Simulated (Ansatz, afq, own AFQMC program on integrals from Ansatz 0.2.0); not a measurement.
AlSiH, singlet in 6-31G, levels against full CI

```xyz
3

Si    0.0000    0.0000    3.9629
Al    0.0000    0.0000   -1.1841
H     0.0000    0.0000   -2.7789
```

Connectivity, by distances: Si ··· AlH.

Basis 6-31G. Only valence electrons are correlated. Integrals, coupled cluster, full CI and functionals: Ansatz 0.2.0; the random walks run on the same integrals in our own AFQMC program. ph-AFQMC/CISD is guided by a CISD state made of CCSD amplitudes; releasing the constraint for a short imaginary time cuts its bias at the price of noise, slowly where states lie close. Uncertainties: one standard error, sampling alone.

Determinant: RHF, the one that the program's search chose, which needn't be the lowest solution. The geometry is a point of a scan.

Full CI on the same integrals is exact in this basis and with this determinant's frozen core.

Cautions: another spin lies lower; restricted determinant unstable towards unrestricted (UHF 1.07 eV lower, ⟨S²⟩ 1.01); strong correlation (T1 0.010, weight of the determinant 0.76, largest double 0.38); the CCSDT(Q) amplitudes may be one of several solutions (largest double 0.89); the CCSDTQ amplitudes may be one of several solutions (largest double 0.88); the released energies are still falling, so no released level is given (meV from the phaseless value at times in 1/Eh: -6 ± 5 at 0.24, -10 ± 5 at 0.51, -15 ± 5 at 0.99, -24 ± 6 at 1.62, -27 ± 7 at 2.40); the ph-AFQMC/CISD walk drifts between its halves (2.1 errors); the determinant fills πx and πy unequally, so it mixes two states of the linear molecule, and each level undoes that mixture to a different degree, while full CI gives the lower state; CCSDTQ on the UHF determinant differs (1.03 eV lower), perhaps since the unrestricted series falls towards higher spin.

The T1 diagnostic is 0.0103. The weight of the determinant in the CISD state is 0.758 and the size of the correlated space is 8 electrons in 18 orbitals.

Reference: full CI, correlation energy -2.472 eV. The cautions show a poor starting determinant, so the rows tell how each method copes with it here, and full CI is the sure value.

| level | E − E(reference) (meV) | share of correlation (%) |
| --- | --- | --- |
| HF | 2472.0 | 0.00 |
| MP2 | 1050.3 | 57.51 |
| CCSD | 117.3 | 95.25 |
| CCSD(T) | 78.1 | 96.84 |
| CCSDT | 3.1 | 99.88 |
| CCSDT(Q) | 0.2 | 99.99 |
| CCSDTQ | 0.0 | 100.00 |
| ph-AFQMC/CISD | 75.6 ± 4.6 | 96.94 |

CCSDT and higher add their correlation energy to the determinant of the CCSD(T) run, since their own runs factorise the integrals more tightly (a shift of under 2 meV).
